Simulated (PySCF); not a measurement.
Species: C₄H₅FO (charge +1 and doublet state).
Numbering: `[CH3:1][C+:2]([F:3])[CH:4][CH:5]=[O:6]` (hydrogens: H7, H8, H9 on C1; H10 on C4; H11 on C5)

Geometry (GFN2-xTB, Å), atoms numbered from 1 in this order:
```xyz
11
C4H5FO angstrom
C     -1.3667    0.2555    0.1856
C     -0.4179   -0.7924   -0.1756
F     -0.9115   -1.9463   -0.5343
C      0.9467   -0.6454   -0.2507
C      1.4898    0.6462    0.0242
O      0.8905    1.6701    0.2087
H     -1.6367    0.2064    1.2483
H     -2.2807    0.1865   -0.4098
H     -0.8944    1.2564    0.0648
H      1.5838   -1.4783   -0.5071
H      2.6024    0.6441    0.1201
```

The hyperfine couplings belong to this conformer and change with its torsions.

Computed, not measured: PySCF 2.14.0, UKS B3LYP, pcH-1 on C F H O, non-relativistic, mean-field spin-orbit, GIAO. One conformer (not necessarily the lowest) at the GFN2-xTB geometry, without solvent, vibrations or thermal averaging. The geometry wasn't refined by DFT: couplings that depend on bond lengths, twists or pyramidal angles can differ widely from those at the functional's own minimum, by a factor of two or more for some ions and for spin on atoms past the first row. The SCF solution wasn't tested for stability.

Computed for the main isotopes (class means, splittings of 0.05 mT or more): g = 2.0079; H11 1H +285.4 MHz (10.16 mT); F3 19F +38.0 MHz (1.35 mT); H7/H8/H9 1H +30.1 MHz (1.07 mT); H10 1H -14.8 MHz (0.53 mT); 32 first-order lines, 15.25 mT wide.

Question: What changes when 1H at H11 is replaced by 2H?

Answer: The spin density stays the same (vibrational effects aside), so a scales with the nuclear g factor: 0.85744/5.58569 = 0.1535, so a goes from +285.4 to +43.8 MHz (1.559 mT). The spin goes from 1/2 to 1, so the 1:1 doublet becomes a 1:1:1 triplet. The spectrum then has 48 first-order lines over 8.22 mT.

Question: Give position and intensity of the satellites from 13C at C5.

Answer: a = -62.2 MHz, or 2.21 mT in magnitude, and I = 1/2, so to first order each main line has two satellites, at ±1.11 mT. The isotope's abundance is about 1.07 %, shared among 2 lines, so each has 0.54 % of the main line's intensity.

Question: Where do the 13C satellites of C4 appear, and how strong are they?

Answer: a = +56.9 MHz, or 2.02 mT in magnitude, and I = 1/2, so to first order each main line has two satellites, at ±1.01 mT. The isotope's abundance is about 1.07 %, shared among 2 lines, so each has 0.54 % of the main line's intensity.

Question: Where do the 17O satellites of O6 appear, and how strong are they?

Answer: a = -40.4 MHz, or 1.44 mT in magnitude, and I = 5/2, so to first order each main line has six satellites, at ±0.72, ±2.16, ±3.60 mT. The isotope's abundance is about 0.038 %, shared among 6 lines, so each has 0.0063 % of the main line's intensity.

Means are taken over nuclei equivalent by connectivity, which assumes that they swap fast. The three 1H nuclei of mean +30.1 MHz run from -5.2 to 67.7 MHz in the frozen geometry.

The SMILES draws the unpaired electron on C4; the largest computed Mulliken spin population is on O6 (0.63 against 0.25).
